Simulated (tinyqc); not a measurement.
Hueckel theory of the pi electrons with the omega technique, for the molecule C=CC=C[CH2+] (SMILES; centres numbered as the heavy atoms are written), step by step. Computed by tinyqc, a small Python program that keeps every step. Settings: charge = 1, omega = 0.6, damping = 0.7. Command: `OMP_NUM_THREADS=1 python tinyqc.py 24127 24128 out.jsonl` (the two numbers bound the seeds that draw the settings). One thread of a shared host (Intel(R) Xeon(R) Processor @ 2.60GHz), about 0.01 s of CPU time with the checks.

## The Hueckel matrix

Centres:
```
centre  z_r, pi electrons of the neutral centre        h
1C                                            1  0.00000
2C                                            1  0.00000
3C                                            1  0.00000
4C                                            1  0.00000
5C                                            1  0.00000
```

Bonds:
```
i  j  k
1  2  1
2  3  1
3  4  1
4  5  1
```

H_rr = alpha + h_r beta, H_rs = k_rs beta for bonded centres.

Hueckel matrix in units of beta (H = alpha + beta A), order 1C, 2C, 3C, 4C, 5C:
```
[[0.00000, 1.00000, 0.00000, 0.00000, 0.00000],
 [1.00000, 0.00000, 1.00000, 0.00000, 0.00000],
 [0.00000, 1.00000, 0.00000, 1.00000, 0.00000],
 [0.00000, 0.00000, 1.00000, 0.00000, 1.00000],
 [0.00000, 0.00000, 0.00000, 1.00000, 0.00000]]
```

## Orbitals, round 1

pi electrons, sum of z_r less the charge = 4

Diagonalise; E = alpha + x beta with beta < 0, so the largest x are filled first; degenerate levels share their electrons. P = sum n_i c_ri c_si; each orbital has its largest coefficient positive (the first on a tie).

x values: [1.73205, 1.00000, 0.00000, -1.00000, -1.73205]

occupations: [2.00000, 2.00000, 0.00000, 0.00000, 0.00000]

coefficients, order 1C, 2C, 3C, 4C, 5C:
```
[[0.28868, 0.50000, 0.57735, 0.50000, 0.28868],
 [0.50000, 0.50000, 0.00000, -0.50000, -0.50000],
 [0.57735, 0.00000, -0.57735, 0.00000, 0.57735],
 [0.50000, -0.50000, 0.00000, 0.50000, -0.50000],
 [0.28868, -0.50000, 0.57735, -0.50000, 0.28868]]
```

charge and bond-order matrix P, order 1C, 2C, 3C, 4C, 5C:
```
[[0.66667, 0.78868, 0.33333, -0.21132, -0.33333],
 [0.78868, 1.00000, 0.57735, 0.00000, -0.21132],
 [0.33333, 0.57735, 0.66667, 0.57735, 0.33333],
 [-0.21132, 0.00000, 0.57735, 1.00000, 0.78868],
 [-0.33333, -0.21132, 0.33333, 0.78868, 0.66667]]
```

## Omega technique, round 1

h_r = h_r(0) + omega q_r, omega = 0.6, with q_r = z_r - P_rr; 0.7 of the old diagonal is kept.

matrix after round 1, order 1C, 2C, 3C, 4C, 5C:
```
[[0.06000, 1.00000, 0.00000, 0.00000, 0.00000],
 [1.00000, 0.00000, 1.00000, 0.00000, 0.00000],
 [0.00000, 1.00000, 0.06000, 1.00000, 0.00000],
 [0.00000, 0.00000, 1.00000, 0.00000, 1.00000],
 [0.00000, 0.00000, 0.00000, 1.00000, 0.06000]]
```

## Orbitals, round 2

As before.

x values: [1.76231, 1.03045, 0.06000, -0.97045, -1.70231]

occupations: [2.00000, 2.00000, 0.00000, 0.00000, 0.00000]

coefficients, order 1C, 2C, 3C, 4C, 5C:
```
[[0.29116, 0.50744, 0.57735, -0.49245, 0.28616],
 [0.49565, 0.49245, 0.00000, 0.50744, -0.50431],
 [0.58233, 0.00000, -0.57735, 0.00000, 0.57233],
 [0.49565, -0.49245, 0.00000, -0.50744, -0.50431],
 [0.29116, -0.50744, 0.57735, 0.49245, 0.28616]]
```

charge and bond-order matrix P, order 1C, 2C, 3C, 4C, 5C:
```
[[0.68455, 0.78841, 0.33911, -0.21114, -0.34544],
 [0.78841, 0.97635, 0.57726, 0.00633, -0.21114],
 [0.33911, 0.57726, 0.67821, 0.57726, 0.33911],
 [-0.21114, 0.00633, 0.57726, 0.97635, 0.78841],
 [-0.34544, -0.21114, 0.33911, 0.78841, 0.68455]]
```

## Omega technique, round 2

As before.

matrix after round 2, order 1C, 2C, 3C, 4C, 5C:
```
[[0.09878, 1.00000, 0.00000, 0.00000, 0.00000],
 [1.00000, 0.00426, 1.00000, 0.00000, 0.00000],
 [0.00000, 1.00000, 0.09992, 1.00000, 0.00000],
 [0.00000, 0.00000, 1.00000, 0.00426, 1.00000],
 [0.00000, 0.00000, 0.00000, 1.00000, 0.09878]]
```

## Convergence

Each round sets h_r = h_r(0) + omega (z_r - P_rr), keeping the share named as damping of the old diagonal; repeat until output and input diagonals agree to 1e-6.

Rounds:
```
round  sum n x  largest |h(out) - h(in)|
1      5.46410                  2.00e-01
2      5.58552                  1.33e-01
3      5.67448                  8.89e-02
4      5.73858                  5.96e-02
5      5.78436                  4.01e-02
6      5.81687                  2.71e-02
7      5.83988                  1.84e-02
8      5.85614                  1.25e-02
9      5.86759                  8.50e-03
10     5.87566                  5.81e-03
11     5.88134                  3.98e-03
12     5.88532                  2.73e-03
13     5.88812                  1.88e-03
14     5.89009                  1.30e-03
15     5.89147                  8.96e-04
16     5.89244                  6.20e-04
17     5.89311                  4.29e-04
18     5.89359                  2.98e-04
19     5.89392                  2.07e-04
20     5.89416                  1.44e-04
21     5.89432                  1.00e-04
22     5.89443                  6.96e-05
23     5.89451                  4.85e-05
24     5.89457                  3.38e-05
25     5.89461                  2.36e-05
26     5.89464                  1.65e-05
27     5.89466                  1.15e-05
28     5.89467                  8.02e-06
29     5.89468                  5.60e-06
30     5.89469                  3.91e-06
31     5.89469                  2.73e-06
32     5.89469                  1.91e-06
33     5.89470                  1.34e-06
34     5.89470                  9.35e-07
```

Converged in 34 rounds.

## Energy, charges, bond orders

final x values: [1.84036, 1.10699, 0.17747, -0.89800, -1.62682]

occupations: [2.00000, 2.00000, 0.00000, 0.00000, 0.00000]

final P, order 1C, 2C, 3C, 4C, 5C:
```
[[0.70800, 0.78638, 0.34689, -0.21112, -0.36253],
 [0.78638, 0.94368, 0.57763, 0.01421, -0.21112],
 [0.34689, 0.57763, 0.69663, 0.57763, 0.34689],
 [-0.21112, 0.01421, 0.57763, 0.94368, 0.78638],
 [-0.36253, -0.21112, 0.34689, 0.78638, 0.70800]]
```

E = sum n x; q_r = z_r - P_rr; bond order p = P_rs; free valence = sqrt(3) - sum of p over the bonds of the atom.

pi energy = 4 alpha + this times beta = 5.89470

pi charges: [0.29200, 0.05632, 0.30337, 0.05632, 0.29200]

Bond orders and lengths from R = 1.517 - 0.180 p (angstrom, C-C alone):
```
bond        p        R
1-2   0.78638  1.37545
2-3   0.57763  1.41303
3-4   0.57763  1.41303
4-5   0.78638  1.37545
```

free valence of the carbons: [0.94567, 0.36804, 0.57680, 0.36804, 0.94567]

gap between the highest filled and the next level = 0.92952 |beta|
